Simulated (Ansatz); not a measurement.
Wavefunction ladder for `[AlH]`

Bond lengths: Al1–H2 1.665 Å.

Total charge 0; spin multiplicity 1. The structure was optimised at the PBE0-D4/def2-TZVP level. Frozen core, restricted reference, Ansatz. CBS rows extrapolate triple and quadruple zeta.

```tsv
basis	HF (Eh)	MP2 corr.	CCSD corr.	(T)	CCSD(T) total
def2-SVP	-242.37285	-0.05000	?	-0.00092	?
def2-TZVPP	-242.45781	-0.06187	-0.08222	-0.00143	-242.54146
def2-QZVPP	-242.46430	-0.06622	-0.08494	-0.00160	-242.55084
CBS(def2)	-242.46520	-0.06944	-0.08696	-0.00173	-242.55389
cc-pV(D+d)Z	-242.45554	-0.05209	?	-0.00102	?
cc-pV(T+d)Z	?	-0.06206	-0.08247	-0.00143	?
cc-pV(Q+d)Z	-242.46403	-0.06589	-0.08475	-0.00158	-242.55036
CBS(cc)	-242.46454	-0.06861	?	-0.00169	?
```

Problem. Fill in the withheld values. (An estimate is asked.)

Solution. Computed: def2-SVP CCSD corr.: -0.07044; def2-SVP CCSD(T) total: -242.44421; cc-pV(D+d)Z CCSD corr.: -0.07413; cc-pV(D+d)Z CCSD(T) total: -242.53069; cc-pV(T+d)Z HF (Eh): -242.46235; cc-pV(T+d)Z CCSD(T) total: -242.54625; CBS(cc) CCSD corr.: -0.08637; CBS(cc) CCSD(T) total: -242.55260.
